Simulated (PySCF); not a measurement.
Compound: C4H10NP.
Bonds: C1–C2 (double), C2–P3, P3–C4, P3–C5, P3–N6 (double). Hydrogens: H7, H8 on C1; H9 on C2; H10, H11, H12 on C4; H13, H14, H15 on C5; H16 on N6.

Computed by this run: PBE0-D3(BJ)/def2-SVP geometry optimisation, gas phase (PySCF 2.14.0); density fitting, grid level 1; the optimiser is geomeTRIC in internal coordinates, started from a GFN2-xTB structure.

Step 0: E = -15071.5134 eV
```
atom  x, y, z in Å  |  force x, y, z in eV/Å
C1     -1.6153   -1.3194    1.0170   -0.050  -0.085   0.211
C2     -0.6722   -1.2897    0.0905    0.416   0.514  -0.511
P3      0.1366    0.1937   -0.5964    0.427   0.068   0.701
C4      1.9122   -0.1517   -0.4353   -0.550   0.069   0.101
C5     -0.1853    1.5216    0.6504    0.047  -0.509  -0.560
N6     -0.1102    0.4946   -2.1066    0.114   0.073  -0.470
H7     -2.1178   -2.2349    1.2882   -0.282  -0.502   0.114
H8     -1.9122   -0.4381    1.5615   -0.185   0.536   0.301
H9     -0.4071   -2.1848   -0.4644    0.064  -0.416  -0.146
H10     2.1420   -1.0233   -1.0444    0.094  -0.295  -0.219
H11     2.4502    0.7049   -0.8357    0.204   0.299  -0.148
H12     2.1928   -0.3303    0.6002    0.136  -0.073   0.370
H13     0.3873    2.3939    0.3363    0.167   0.277  -0.095
H14    -1.2430    1.7812    0.6338   -0.363   0.111   0.018
H15     0.1075    1.2256    1.6539    0.121  -0.122   0.436
H16    -1.0730    0.6657   -2.3604   -0.361   0.055  -0.103
```

**Question.** Estimate the geometry and energy of step 1. (The exact step hangs on the optimiser's Hessian estimate; all steps are aligned on step 0, rigid shifts and turns removed.)

**Answer.** E = -15071.5611 eV, largest force 0.116 eV/Å
```
atom  x, y, z in Å  |  force x, y, z in eV/Å
C1     -1.5846   -1.3073    1.0408   -0.063   0.014   0.035
C2     -0.6796   -1.2739    0.0600    0.028  -0.103  -0.021
P3      0.1536    0.1982   -0.6119   -0.110   0.029   0.022
C4      1.9153   -0.1547   -0.4170    0.065  -0.013  -0.060
C5     -0.2019    1.5007    0.6236    0.051   0.073   0.074
N6     -0.1060    0.5129   -2.1301    0.028   0.002  -0.043
H7     -2.1080   -2.2326    1.3060    0.023   0.024  -0.003
H8     -1.8565   -0.4159    1.6170    0.021  -0.033  -0.011
H9     -0.4605   -2.1920   -0.5040   -0.011   0.050   0.014
H10     2.1574   -1.0278   -1.0415    0.003   0.037   0.031
H11     2.4787    0.7085   -0.8033   -0.019  -0.033   0.021
H12     2.1878   -0.3529    0.6298   -0.034   0.011  -0.032
H13     0.3604    2.3976    0.3204   -0.028  -0.033   0.013
H14    -1.2735    1.7536    0.6113    0.034  -0.032  -0.018
H15     0.0951    1.2080    1.6435   -0.021   0.024  -0.043
H16    -1.0853    0.6867   -2.3560    0.033  -0.017   0.020
```

The energy changes by -0.0478 eV. The first-order estimate −F·Δx gives -0.1021 eV and the mean of the old and new forces, exact on a quadratic surface, -0.0464 eV. The step makes an angle of 73° with the force vector and moves no atom by more than 0.082 Å.

What follows is the cost of the whole optimisation. The run took 26 s of wall time on Arm Neoverse V1, one thread, shared host, and the process peaked at 0.63 GiB of memory.
